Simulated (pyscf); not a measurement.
7 gas-phase steps of one pattern: four-centre exchange on the singlet surface, Cl–H + H–Si or Cl–H + H–Sn or F–H + Ge–H or F–H + H–Si broken and Cl–Si + H–H or Cl–Sn + H–H or F–Ge + H–H or F–Si + H–H formed. Single points on ωB97X-D3(BJ)/def2-SVP structures (PySCF, gas phase). Electronic energies in kcal/mol, from the separated reactants; ΔE‡ at ωB97M-D3(BJ)/def2-TZVP, beside the barrier at PBE/def2-TZVP on the same structures. Rows were drawn at random from the steps of this pattern with a verified saddle, stable references and no exit in the data more than 5 kcal/mol lower.

```
row                                                   step  ΔE‡(PBE)   ΔE‡
---  -----------------------------------------------------  --------  ----
1                                  SiH₄ + HF → F–SiH₃ + H₂      25.4  31.3
2    H₃Si–SiH(SiH₃)–SiH₃ + HF → F–SiH₂–SiH(SiH₃)–SiH₃ + H₂      25.6  30.2
3              GeH₂ [singlet] + HF → F–GeH: [singlet] + H₂      -4.6   2.9
4                H₃Si–NH–SiH₃ + HCl → H₃Si–NH–SiH₂–Cl + H₂      23.2  29.7
5              HO–SiH(OH)–OH + HCl → HO–Si(OH)(OH)–Cl + H₂      23.5     ?
6                    H₂N–SiH₂–F + HCl → H₂N–SiH(F)–Cl + H₂      19.6  25.6
7                    HCl + Cl–SnH₂–Cl → Cl–SnH(Cl)–Cl + H₂      22.7  30.6
```

From a straight line through the complete rows, estimate the missing barrier and say how far the line can be trusted.

Over the 6 complete rows the means are +18.6 (ΔE‡(PBE)) and 25.1 (ΔE‡); least squares gives b = 0.95 and a = 7.3 kcal/mol, with residuals of 0.9 kcal/mol (root mean square; largest 1.7, row 7). For row 5: 7.3 + 0.95 × (+23.5) = 29.6 kcal/mol. The computed barrier is 29.9 kcal/mol, 0.3 over the line. The line follows the complete rows closely. Each barrier is that of the saddle found. Elements up to Kr have no core potential and no relativistic terms here. Elements past Kr carry the def2 core potentials, without spin-orbit coupling.
